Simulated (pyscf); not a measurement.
# Four-centre exchange: Ga–AsH₂ [singlet] + H₂O → HO–Ga [singlet] + AsH₃

Gas phase, singlet surface, charge 0. Bonds broken: Ga1–As2, O5–H6. Bonds formed: Ga1–O5, As2–H6. Optimised with ωB97X-D3(BJ)/def2-SVP in PySCF. MP2 and CC: frozen core, UHF for open shells. ΔMP2 is the change of the MP2 total energy from the triple- to the quadruple-zeta basis.

Transition state (Å):

```xyz
7

Ga    -1.6105     0.7845     0.4253
As     1.1083    -0.0537    -0.6370
H      1.1398     0.8787     0.5755
H      0.3803     0.9889    -1.4861
O     -1.5476    -1.2066     0.1450
H     -0.3696    -1.0162    -0.1629
H     -1.7872    -1.9378     0.7308
```

One imaginary mode, 1230i cm⁻¹; descent along it reached the two sides named, in the forms told below.

| bond | change | reactant side (Å) | saddle | product side |
|---|---|---|---|---|
| Ga1–As2 | breaks | 2.533 | 3.0 | 3.6 |
| O5–H6 | breaks | 0.967 | 1.232 | 2.492 |
| Ga1–O5 | forms | 2.454 | 2.012 | 1.813 |
| As2–H6 | forms | 3.0 | 1.826 | 1.517 |

Electronic energies relative to the separated reactants (kcal/mol):

```json
[
 {"level": "ωB97X-D3(BJ)/def2-TZVP", "barrier": "9.0", "reaction energy": "-8.3", "reverse barrier": "17.3"},
 {"level": "PBE/def2-TZVP", "barrier": "1.5", "reaction energy": "-12.2", "reverse barrier": "13.7"},
 {"level": "r²SCAN/def2-TZVP", "barrier": "2.3", "reaction energy": "-14.1", "reverse barrier": "16.4"},
 {"level": "B3LYP-D3(BJ)/def2-TZVP", "barrier": "4.6", "reaction energy": "-13.1", "reverse barrier": "17.8"},
 {"level": "PBE0-D3(BJ)/def2-TZVP", "barrier": "4.3", "reaction energy": "-10.6", "reverse barrier": "14.9"},
 {"level": "M06-2X/def2-TZVP", "barrier": "5.4", "reaction energy": "-13.1", "reverse barrier": "18.5"},
 {"level": "ωB97M-D3(BJ)/def2-TZVP", "barrier": "6.3", "reaction energy": "-13.9", "reverse barrier": "20.2"},
 {"level": "HF/def2-TZVP", "barrier": "21.6", "reaction energy": "-15.1", "reverse barrier": "36.7"},
 {"level": "MP2/def2-QZVPP", "barrier": "6.6", "reaction energy": "-11.8", "reverse barrier": "18.4"},
 {"level": "CCSD/def2-TZVPP", "barrier": "11.8", "reaction energy": "-12.3", "reverse barrier": "24.1"},
 {"level": "CCSD(T)/def2-TZVPP", "barrier": "9.1", "reaction energy": "-12.2", "reverse barrier": "21.3"},
 {"level": "CCSD(T)/def2-TZVPP + ΔMP2(QZVPP)", "barrier": "9.1", "reaction energy": "-11.6", "reverse barrier": "20.6"}
]
```

With CCSD(T)/def2-TZVPP + ΔMP2(QZVPP) energies and thermal terms (ideal gas, 1 atm, RRHO with modes under 100 cm⁻¹ raised to 100, one conformer, R ln 2 for chiral ones without a mode under 150 cm⁻¹), in kcal/mol:

```csv
T (K),ΔH‡,ΔG‡,ΔH,ΔG
298,6.2,16.2,-13.5,-13.0
600,6.7,26.2,-13.7,-12.4
900,7.6,35.8,-13.6,-11.8
1200,8.5,45.0,-13.5,-11.2
```

On the reactant side the descent ends in a bound adduct, 10.0 kcal/mol under the separated species and 19.0 kcal/mol under the saddle at ωB97X-D3(BJ)/def2-TZVP. One saddle was located; it need not be the lowest between these sides. The CCSD(T) − MP2 part came from Ansatz, without density fitting, on the same reference. The frozen core leaves the outer d or s,p core shells of the metals and heavy elements correlated in the MP2 and CC values, and def2-TZVPP describes them poorly, which can shift differences by a few kcal/mol. Elements up to Kr have no core potential and no relativistic terms here.
